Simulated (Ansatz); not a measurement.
triplet SH(+): levels of theory in one basis

```yaml
atoms:
  - { symbol: S, position_ang: [0.0000, 0.0000, -0.7438] }
  - { symbol: H, position_ang: [0.0000, 0.0000, 0.7438] }
```

Basis set: def2-SVP (spherical functions). Left uncorrelated: 5 orbitals. Correlation on ROHF uses semicanonical orbitals with singles. Charge 1, multiplicity 3.

Computed with Ansatz (development build ahead of 0.2.0); each method stands on the lowest determinant of its kind that the runs found.

```tsv
method	E − E(ROHF) (eV)	<S²> of the determinant
ROHF	0.00	–
UHF	-0.18	2.02
ROHF-MP2	-2.62	–
UHF-MP2	-2.61	2.02
ROHF-CCSD(T)	-3.31	–
UHF-CCSD(T)	-3.31	2.02
```
